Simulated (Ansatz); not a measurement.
## Solid CO2 (dry ice)

All values below come from rVV10 (PAW; Ansatz, a quantum-chemistry and plane-wave program).

Numerical settings: plane-wave cutoff 500 eV, 4×4×4 k mesh, gaussian smearing 0.02 eV, scalar-relativistic PAW data made under PBE.

Cell (relaxed at this level):

```yaml
crystal:
  lattice:
    - [5.50920, 0.00000, 0.00000]
    - [0.00000, 5.50920, 0.00000]
    - [0.00000, 0.00000, 5.50920]
  atoms:
    - { symbol: C, position: [0.00000, 0.50000, 0.50000] }
    - { symbol: C, position: [0.50000, 0.00000, 0.50000] }
    - { symbol: C, position: [0.00000, 0.00000, 0.00000] }
    - { symbol: C, position: [0.50000, 0.50000, 0.00000] }
    - { symbol: O, position: [0.87721, 0.62279, 0.37721] }
    - { symbol: O, position: [0.37721, 0.87721, 0.62279] }
    - { symbol: O, position: [0.87721, 0.87721, 0.87721] }
    - { symbol: O, position: [0.12279, 0.12279, 0.12279] }
    - { symbol: O, position: [0.62279, 0.37721, 0.87721] }
    - { symbol: O, position: [0.62279, 0.12279, 0.37721] }
    - { symbol: O, position: [0.37721, 0.62279, 0.12279] }
    - { symbol: O, position: [0.12279, 0.37721, 0.62279] }
```

```
Property                                Value
------------------------------  -------------
equilibrium volume per atom     13.93 Å³/atom
equilibrium lattice constant a        5.509 Å
```

Measured, for comparison: equilibrium volume per atom 14.32 Å³/atom, lattice constant a 5.56 Å (5 K, zero-point motion not removed; as tabulated in Tran et al. (2019), arXiv:1903.00284). Computed (rounded) less measured: equilibrium volume per atom -2.7 %, lattice constant a -0.9 %.
